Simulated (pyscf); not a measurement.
Structures and frequencies: ωB97X-D3(BJ)/def2-SVP in PySCF.

Task: Estimate by transition-state theory the rate constant of •HN–SiH(NH₂)–NH₂ + H₂ → H₂N–SiH(NH₂)–NH₂ + H• (doublet surface; H–H broken, H–N formed) at 600 K, with ωB97M-D3(BJ)/def2-TZVP energies (ideal gas, 1 atm, RRHO with modes under 100 cm⁻¹ raised to 100, one conformer, R ln 2 for chiral ones without a mode under 150 cm⁻¹; no tunnelling).

Result: The electronic barrier is 7.8 kcal/mol and the thermal terms add +18.0, so ΔG‡ = 25.8 kcal/mol. With k_BT/h = 1.25e+13 s⁻¹ and RT = 1.192 kcal/mol, and a volume of 8.18e-20 cm³ per molecule at 1 atm, k = 4.1e-16 cm³ molecule⁻¹ s⁻¹. Wigner's tunnelling factor for 1194i cm⁻¹ would be 1.34. A shift of 1 kcal/mol in the barrier changes k by a factor 2.3. •HN–SiH(NH₂)–NH₂ lies 16.4 kcal/mol over its isomer H₂N–Si•(NH₂)–NH₂ (electronic energy, ωB97M-D3(BJ)/def2-TZVP). This is the saddle that the search found; another between the same sides may lie lower. The angle at the transferred H is 156°.
